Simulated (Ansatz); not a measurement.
# Relaxing Ge3I

These are results of DFT PBE, scalar-relativistic, plane waves, PAW (Ansatz), not measurements. Cutoff 420 eV, Γ-centred k mesh, Gaussian smearing, no spin polarisation in the final step.

The start puts Ge3I on the sites of a reported Cu3Pd cell (P4/mmm, No. 123), with I in place of Pd, Ge in place of Cu, at a guessed volume.

```yaml
crystal:
  lattice:
    - [4.52194, 0.00000, 0.00000]
    - [0.00000, 4.52194, 0.00000]
    - [0.00000, 0.00000, 4.47546]
  atoms:
    - { symbol: Ge, position: [0.00000, 0.50000, 0.50000] }
    - { symbol: Ge, position: [0.50000, 0.00000, 0.50000] }
    - { symbol: Ge, position: [0.50000, 0.50000, 0.00000] }
    - { symbol: I, position: [0.00000, 0.00000, 0.00000] }
```

Cell and atoms relax at zero pressure; the relaxation can't lower the symmetry of the start.

The zero of energy is the elements' standard structures at the same level; no fitted shifts are applied.

What does it relax into?

It keeps P4/mmm (No. 123), but not the shape of the type it started on. Conventional cell: a = 5.211 Å, c = 3.461 Å. Ge on Wyckoff site e (2 atoms of the primitive cell) has 4 Ge at 3.13 Å, 4 I at 3.13 Å, 2 Ge at 3.46 Å and 4 Ge at 3.69 Å; around Ge on Wyckoff site c (1 atom of the primitive cell) lie 8 Ge at 3.13 Å, 2 Ge at 3.46 Å and 4 I at 3.69 Å; I has 8 Ge at 3.13 Å, 2 I at 3.46 Å and 4 Ge at 3.69 Å.

Space group P4/mmm (No. 123). a = 5.211 Å, b = 5.211 Å, c = 3.461 Å, α = 90.00°, β = 90.00°, γ = 90.00°
| atom | site | symmetry | x | y | z |
| --- | --- | --- | --- | --- | --- |
| Ge | 2e | mmm. | 0.0000 | 0.5000 | 0.5000 |
| Ge | 1c | 4/mmm | 0.5000 | 0.5000 | 0.0000 |
| I | 1a | 4/mmm | 0.0000 | 0.0000 | 0.0000 |

What are its volume, energy, density and gap?

The volume per atom is 23.50 Å³. The density is 6.09 g/cm³ and the energy over the elements is 0.49 eV/atom. The gap on the 10×10×14 mesh is 0 eV (a metal).

The final run used a 10×10×14 mesh on its 4-atom cell and 0.10 eV smearing. For metals, differences of a few meV/atom aren't resolved. Spin–orbit coupling is left out. Symmetry constrained the relaxation, so the result can be a saddle point.

Cost: 3 runs of about 5 core-minutes in all, on Intel Xeon 6975P-C (Granite Rapids) (shared hosts).